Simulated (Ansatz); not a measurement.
# BH₃ (triplet): inputs that go wrong at distance B1–H3 = 2.185 Å

4 inputs are run for BH₃ (triplet) as typed; the log has to tell whether the result can be used and what must change.

Program: Ansatz 0.2.0, Gaussian basis. Level of theory: the settings change from run to run. These are calculated values, not measurements.

16 further runs of the same task are left out: 15 that didn't finish, 1 set aside as unsound or not needed.

**1. The system**

The geometry derives from a PBE0/def2-TZVP stationary point (not a proven minimum). One bond is set to the value named and the two fragments are kept rigid.

4 atoms, charge 0, spin multiplicity 3.

Atoms are counted from 1 here; the program's logs count them from 0.

Bond lengths: B1–H2 1.281 Å, B1–H4 1.281 Å. Angles: H2–B1–H4 49.8°.

As a file:

```
B    -0.1593    0.0000    0.0314
H     0.2670    0.5391   -1.0495
H     1.1748   -0.0001    1.7619
H     0.2669   -0.5391   -1.0495
```

**2. Input 1**

Input file in.yaml:

```yaml
crystal:
  periodic: [false, false, false]
  atoms:
    - {symbol: B, position_ang: [-0.159309, 0.000012, 0.031433]}
    - {symbol: H, position_ang: [0.267001, 0.539091, -1.049506]}
    - {symbol: H, position_ang: [1.174798, -0.000092, 1.761862]}
    - {symbol: H, position_ang: [0.266918, -0.539130, -1.049507]}
basis:
  gaussian: {orbitals: cc-pVDZ}
magnetization: {spin_polarized: false, initial_magnetization: 2}
correlation: {active_space: {window: {electrons: 2, orbitals: 3}, fixed_orbitals: true, states: [{multiplicity: 3, weights: [1, 1, 1, 0.5]}], root: 1}}
```

Command:

```bash
> ansatz run in.yaml --threads 1 --pin off --events-out ev --progress --plain --max-ram 2393MiB
```

The log of the run:

```text
Functional definition: HF
  name "HF"
  cite "Fock, Z. Phys. 61, 126 (1930) doi:10.1007/BF01340294"
  parent pbe
  exchange = exact_x
  correlation = 0
526 factors; integrals over basis functions are off by at most 9.8e-8 eV
mean field evaluation 1: about -709.8218 eV, gradient 9.7e0 eV
mean field evaluation 2: about -709.8222 eV, gradient 9.7e0 eV
mean field evaluation 4: about -710.5971 eV, gradient 1.8e0 eV
mean field evaluation 8: about -710.6497 eV, gradient 2.7e0 eV
mean field evaluation 16: about -707.5232 eV, gradient 1.4e1 eV
mean field -710.86881064 eV, -26.1239469469 hartree, gradient 1.8e-6 eV, S^2 2.000000; 3 other end points of the search recorded, 0 dependent functions left out
reference -710.86881064 eV, -26.1239469469 hartree; 5, 3 occupied and 24, 26 virtual orbitals, 526 factors
Error: 4 states are sought, and the space of determinants holds 3 states of this symmetry and spin
```

Run time: 0.12 s. Hardware: 1 thread of Arm Neoverse V2, shared host.

What is wrong: The run stopped with an error. It says: «4 states are sought, and the space of determinants holds 3 states of this symmetry and spin». Cure: ask for fewer states or enlarge the space.

**3. Input 2**

Input file in.yaml:

```yaml
crystal:
  periodic: [false, false, false]
  atoms:
    - {symbol: B, position_ang: [0.567001, 0.539091, -0.999506]}
    - {symbol: H, position_ang: [0.267001, 0.539091, -1.049506]}
    - {symbol: H, position_ang: [1.174798, -0.000092, 1.761862]}
    - {symbol: H, position_ang: [0.266918, -0.539130, -1.049507]}
basis:
  gaussian: {orbitals: cc-pVDZ, fitting: {mean_field: def2-universal-jkfit}}
magnetization: {spin_polarized: false, initial_magnetization: 2}
hamiltonian: {pseudopotentials: {relativity: none}}
correlation: {active_space: {window: {electrons: 4, orbitals: 6}}}
scf: {lower_state_search: light}
output: {forces: true}
```

Same command.

The log of the run (excerpt; [...] marks lines left out):

```text
Functional definition: HF
  name "HF"
  cite "Fock, Z. Phys. 61, 126 (1930) doi:10.1007/BF01340294"
  parent pbe
[...]
129 factors; integrals over basis functions are off by at most 6.5e-1 eV
[...]
mean field -627.00564367 eV, -23.0420324050 hartree, gradient 4.2e-6 eV, S^2 2.000000; 3 other end points of the search recorded, 0 dependent functions left out
reference -627.00564367 eV, -23.0420324050 hartree; 5, 3 occupied and 24, 26 virtual orbitals, 129 factors
state -627.73725792 eV, -23.0689187331 hartree
the orbitals are reached from a further start. From the first start the search ends at -627.72803125 eV, -23.0685796591 hartree
[...]
Total energy: -627.73725792 eV, -23.0689187331 hartree
Atom 0 at     0.567001     0.539091    -0.999506 Å, force   506.811760    -8.001951    84.138993 eV/Å
Atom 1 at     0.267001     0.539091    -1.049506 Å, force  -509.038458    10.774344   -84.566021 eV/Å
Atom 2 at     1.174798    -0.000092     1.761862 Å, force    -0.018767    -0.011712     0.050845 eV/Å
Atom 3 at     0.266918    -0.539130    -1.049507 Å, force     2.245465    -2.760681     0.376182 eV/Å
Dipole moment:     0.010780    -0.131668     0.015157 e Å
```

Wall time 0.42 s (1 thread of Arm Neoverse V2, shared host).

What is wrong: The run converged, which proves nothing about the input. One atom lies on top of another. The shortest distance is 0.30 Å, against 1.08 Å in the geometry of step 1. Its energy belongs to another geometry. To mend it, restore its position.

**4. Input 3**

Input file in.yaml:

```yaml
crystal:
  periodic: [false, false, false]
  atoms:
    - {symbol: B, position_ang: [-0.159309, 0.000012, 0.031433]}
    - {symbol: H, position_ang: [0.267001, 0.539091, -1.049506]}
    - {symbol: H, position_ang: [1.174798, -0.000092, 1.761862]}
    - {symbol: H, position_ang: [0.266918, -0.539130, -1.049507]}
basis:
  gaussian: {orbitals: def2-TZVPP}
magnetization: {spin_polarized: false, initial_magnetization: 2}
correlation: {method: ccsdtq, electrons: all}
scf: {lower_state_search: light}
```

The command is unchanged.

The log of the run:

```text
Functional definition: HF
  name "HF"
  cite "Fock, Z. Phys. 61, 126 (1930) doi:10.1007/BF01340294"
  parent pbe
  exchange = exact_x
  correlation = 0
908 factors; integrals over basis functions are off by at most 2.0e-7 eV
mean field evaluation 1: about -710.0315 eV, gradient 9.4e0 eV
mean field evaluation 2: about -710.0326 eV, gradient 9.4e0 eV
mean field evaluation 4: about -710.8413 eV, gradient 1.8e0 eV
mean field evaluation 8: about -711.0821 eV, gradient 9.0e-1 eV
mean field evaluation 16: about -710.0315 eV, gradient 9.4e0 eV
mean field evaluation 32: about -710.4812 eV, gradient 1.9e-6 eV
mean field evaluation 64: about -705.8097 eV, gradient 4.9e0 eV
mean field evaluation 96: about -710.4810 eV, gradient 1.0e-1 eV
mean field evaluation 128: about -707.2317 eV, gradient 1.6e-1 eV
mean field evaluation 160: about -707.7577 eV, gradient 7.3e-4 eV
mean field -711.11017213 eV, -26.1328168178 hartree, gradient 3.9e-6 eV, S^2 2.000000; 4 other end points of the search recorded, 0 dependent functions left out
mean field evaluation 192: about -710.5964 eV, gradient 3.1e-4 eV
mean field evaluation 224: about -711.3165 eV, gradient 2.0e0 eV
mean field evaluation 256: about -711.0148 eV, gradient 6.5e0 eV
determinant -711.11017213 eV, -26.1328168178 hartree, with singles and doubles -715.55467348 eV, -26.2961492298 hartree
determinant -710.48123040 eV, -26.1097036359 hartree, with singles and doubles -714.20610555 eV, -26.2465902727 hartree
determinant -707.75765912 eV, -26.0096142373 hartree, with singles and doubles -713.20659116 eV, -26.2098587962 hartree
unrestricted determinant -711.64903458 eV, -26.1526196477 hartree, S^2 2.6184
reference -711.11017213 eV, -26.1328168178 hartree; 5, 3 occupied and 68, 70 virtual orbitals, 908 factors
Error: with its amplitudes the run needs 6.36 GiB of memory by its plan, which may be too low or too high, and 2.33 GiB are given
refused for memory
```

Wall time 4 s (1 thread of Arm Neoverse V2, shared host).

What is wrong: The run was refused for memory. The method is too large for the memory allowed. Cure: freeze cores, shrink the basis or take a lower level.

**5. Input 4**

Input file in.yaml:

```yaml
crystal:
  periodic: [false, false, false]
  atoms:
    - {symbol: B, position_ang: [-0.159309, 0.000012, 0.031433]}
    - {symbol: H, position_ang: [0.267001, 0.539091, -1.049506]}
    - {symbol: H, position_ang: [1.174798, -0.000092, 1.761862]}
    - {symbol: H, position_ang: [0.266918, -0.539130, -1.049507]}
basis:
  gaussian: {orbitals: def2-TZVPP}
magnetization: {spin_polarized: false, initial_magnetization: 2}
correlation: {method: ccsdtq, electrons: all}
accuracy: high
scf: {lower_state_search: off}
output: {forces: true}
```

Same command.

The log of the run:

```text
Functional definition: HF
  name "HF"
  cite "Fock, Z. Phys. 61, 126 (1930) doi:10.1007/BF01340294"
  parent pbe
  exchange = exact_x
  correlation = 0
these checks for a lower state are left out or cut short: starts, cluster_reference, orbital_swaps, neighbouring_geometries, increment
1187 factors; integrals over basis functions are off by at most 3.6e-9 eV
mean field evaluation 1: about -710.0315 eV, gradient 9.4e0 eV
mean field evaluation 2: about -710.0326 eV, gradient 9.4e0 eV
mean field evaluation 4: about -710.8413 eV, gradient 1.8e0 eV
mean field evaluation 8: about -711.0821 eV, gradient 9.0e-1 eV
mean field evaluation 16: about -711.1102 eV, gradient 8.1e-9 eV
mean field -711.11017212 eV, -26.1328168178 hartree, gradient 2.8e-8 eV, S^2 2.000000; 0 other end points of the search recorded, 0 dependent functions left out
reference -711.11017212 eV, -26.1328168178 hartree; 5, 3 occupied and 68, 70 virtual orbitals, 1187 factors
```

Wall time 99 s (1 thread of Arm Neoverse V2, shared host).

What is wrong: The run was cut at its time limit. The job is too large for the time given. Cure: a smaller basis or space, or a lower level; a longer limit helps only where the log shows it near its end.

**6. Summary**

```csv
input,level,ended,cause,time
1,"CASCI(2,3)/cc-pVDZ",stopped by an error,"4 states are sought, and the space of determinants holds 3 states of this symmetry and spin",0.12 s
2,"CASSCF(4,6)/cc-pVDZ",converged,one atom lies on top of another,0.42 s
3,CCSDTQ on ROHF/def2-TZVPP,out of memory,the method is too large for the memory allowed,4 s
4,CCSDTQ on ROHF/def2-TZVPP,cut at its time limit,the job is too large for the time given,99 s
```

1 stopped by an error, 1 converged, 1 out of memory, 1 cut at its time limit. The input that converges on a wrong geometry or spin is the dangerous one: no error points at it, so geometry and ⟨S²⟩ have to be checked.
